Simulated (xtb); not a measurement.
C2H7N, triplet, at the geometry of the source list (a higher spin typed on purpose: for a closed-shell molecule this is an excited state); GFN0-xTB run with xtb.

The xtb input:
```
$ xtb mol.xyz --gfn 0 --chrg 0 --uhf 2 --json

# file mol.xyz
10

C      1.04930000     0.47290000    -0.01710000
C     -0.08340000    -0.53590000    -0.15270000
N     -1.36590000     0.14560000    -0.05470000
H      2.01030000    -0.01720000    -0.14770000
H      0.93970000     1.24960000    -0.76830000
H      1.02580000     0.93820000     0.96610000
H      0.04450000    -1.33070000     0.60370000
H     -0.04180000    -1.00560000    -1.13970000
H     -2.12890000    -0.51750000    -0.13890000
H     -1.44980000     0.60060000     0.84920000
```

What the program printed (banner, timings and long lists left out):

```
   ID    Z sym.   atoms
    1    6 C      1, 2
    2    7 N      3
    3    1 H      4-10

           -------------------------------------------------
          |                Calculation Setup                |
           -------------------------------------------------

           -------------------------------------------------
          |                 G F N 0 - x T B                 |
           -------------------------------------------------

          ...................................................
          :                      SETUP                      :
          :.................................................:
          :  # basis functions                  26          :
          :  # atomic orbitals                  26          :
          :  # shells                           20          :
          :  # electrons                        20          :
          :  electronic temp.          300.0000000     K    :
          :  accuracy                    1.0000000          :
          :  -> integral cutoff          0.2500000E+02      :
          :  -> integral neglect         0.1000000E-07      :
          ...................................................

         :::::::::::::::::::::::::::::::::::::::::::::::::::::
         ::                     SUMMARY                     ::
         :::::::::::::::::::::::::::::::::::::::::::::::::::::
         :: total energy             -10.799747602229 Eh    ::
         :: gradient norm              0.085740198296 Eh/a0 ::
         :: HOMO-LUMO gap              0.576079076150 eV    ::
         ::.................................................::
         :: H0 energy                -10.870116372585 Eh    ::
         :: repulsion energy           0.157265160154 Eh    ::
         :: electrostat energy        -0.072433878388 Eh    ::
         :: -> Gsolv                   0.000000000000 Eh    ::
         ::    -> Gsasa                0.000000000000 Eh    ::
         ::    -> Gshift               0.000000000000 Eh    ::
         :: dispersion energy         -0.001645868492 Eh    ::
         :: short-range corr.         -0.012816642917 Eh    ::
         :: add. restraining           0.000000000000 Eh    ::
         :: total charge               0.000000000000 e     ::
         :::::::::::::::::::::::::::::::::::::::::::::::::::::

           -------------------------------------------------
          |                Property Printout                |
           -------------------------------------------------

    * Orbital Energies and Occupations

         #    Occupation            Energy/Eh            Energy/eV
      -------------------------------------------------------------
         1        2.0000           -0.6973736             -18.9765
         2        2.0000           -0.6311985             -17.1758
         3        2.0000           -0.6069127             -16.5149
         4        2.0000           -0.5723111             -15.5734
         5        2.0000           -0.5639136             -15.3449
         6        2.0000           -0.5408173             -14.7164
         7        2.0000           -0.5141295             -13.9902
         8        2.0000           -0.5034848             -13.7005
         9        2.0000           -0.4946601             -13.4604
        10        1.0000           -0.4421852             -12.0325
        11        1.0000           -0.1783289              -4.8526 (HOMO)
        12        0.0000           -0.1571584              -4.2765 (LUMO)
        13                         -0.1215994              -3.3089
        14                         -0.1123690              -3.0577
        15                         -0.0904769              -2.4620
        16                         -0.0750730              -2.0428
        17                         -0.0693239              -1.8864
        18                          0.0056466               0.1537
        19                          0.0551008               1.4994
        20                          0.1643371               4.4718
        21                          0.1930878               5.2542
        22                          0.2413474               6.5674
       ...                                ...                  ...
        26                          0.3796645              10.3312
      -------------------------------------------------------------
                  HL-Gap            0.0211705 Eh            0.5761 eV
             Fermi-level            0.0000000 Eh            0.0000 eV

     #   Z          covCN         q      C6AA      α(0)
     1   6 C        3.753    -0.399    32.715     8.254
     2   6 C        3.729     0.273    18.507     6.214
     3   7 N        2.630    -1.109    56.544    11.258
     4   1 H        0.925     0.108     1.710     2.045
     5   1 H        0.925     0.168     1.276     1.767
     6   1 H        0.925     0.136     1.493     1.911
     7   1 H        0.923     0.019     2.752     2.594
     8   1 H        0.924     0.059     2.206     2.323
     9   1 H        0.860     0.370     0.538     1.149
    10   1 H        0.860     0.375     0.527     1.137

 Mol. C6AA /au·bohr⁶  :        664.353560
 Mol. C8AA /au·bohr⁸  :      13883.621723
 Mol. α(0) /au        :         38.651178

Wiberg/Mayer (AO) data.
largest (>0.10) Wiberg bond orders for each atom

 ---------------------------------------------------------------------------
     #   Z sym  total        # sym  WBO       # sym  WBO       # sym  WBO
 ---------------------------------------------------------------------------
     1   6 C    3.980 --     2 C    1.009     4 H    0.983     6 H    0.980
                             5 H    0.972
     2   6 C    3.951 --     3 N    1.076     1 C    1.009     8 H    0.955
                             7 H    0.874
     3   7 N    3.135 --     2 C    1.076    10 H    0.943     9 H    0.942
     4   1 H    1.041 --     1 C    0.983
     5   1 H    1.009 --     1 C    0.972
     6   1 H    0.981 --     1 C    0.980
     7   1 H    0.973 --     2 C    0.874
     8   1 H    1.023 --     2 C    0.955
     9   1 H    1.365 --     3 N    0.942    10 H    0.348
    10   1 H    1.375 --     3 N    0.943     9 H    0.348
 ---------------------------------------------------------------------------

Topologies differ in total number of bonds
Writing topology from bond orders to xtbtopo.mol

 dipole moment from electron density (au)
     X       Y       Z
   0.8865  -0.4838  -0.2097  total (Debye):    2.622

           -------------------------------------------------
          | TOTAL ENERGY              -10.799747602229 Eh   |
          | GRADIENT NORM               0.085740198296 Eh/α |
          | HOMO-LUMO GAP               0.576079076150 eV   |
           -------------------------------------------------

normal termination of xtb
```
